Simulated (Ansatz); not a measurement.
ClH₅Si₂ (`[SiH3][SiH2]Cl`). The species carries charge 0 and has multiplicity 1. The geometry is a stationary point of PBE0-D4/def2-TZVP.

```xyz
8

Si    1.053   -0.182    0.558
Si   -1.014    0.285   -0.429
Cl   -1.329   -1.053   -1.970
H     1.299    0.770    1.675
H     2.131   -0.041   -0.454
H     1.050   -1.570    1.089
H    -2.134    0.136    0.535
H    -1.055    1.654   -1.003
```

Problem. What is the dipole moment at PBE/def2-TZVPP? (Estimate.)

Solution. Computed: 1.23 D, with components (0.39, 0.68, 0.95) D in this frame, pointing from negative to positive charge.

Problem. And with r2SCAN, B3LYP, ωB97M-V? (Best estimate.)

Solution. Computed: r2SCAN 1.30 D, B3LYP 1.33 D, ωB97M-V 1.33 D.

Problem. Give the Mulliken charges with PBE, r2SCAN, ωB97M-V in def2-TZVPP. (Best estimate.)

Solution. Ansatz gave: 
| atom | PBE | r2SCAN | ωB97M-V |
| --- | --- | --- | --- |
| Si1 | 0.11 | 0.18 | 0.05 |
| Si2 | 0.31 | 0.38 | 0.25 |
| Cl3 | -0.22 | -0.26 | -0.22 |
| H4 | -0.04 | -0.06 | -0.02 |
| H5 | -0.03 | -0.05 | -0.01 |
| H6 | -0.03 | -0.05 | -0.01 |
| H7 | -0.05 | -0.07 | -0.02 |
| H8 | -0.05 | -0.07 | -0.02 |

B3LYP here is the variant with VWN-RPA as its local correlation; programs differ in this.
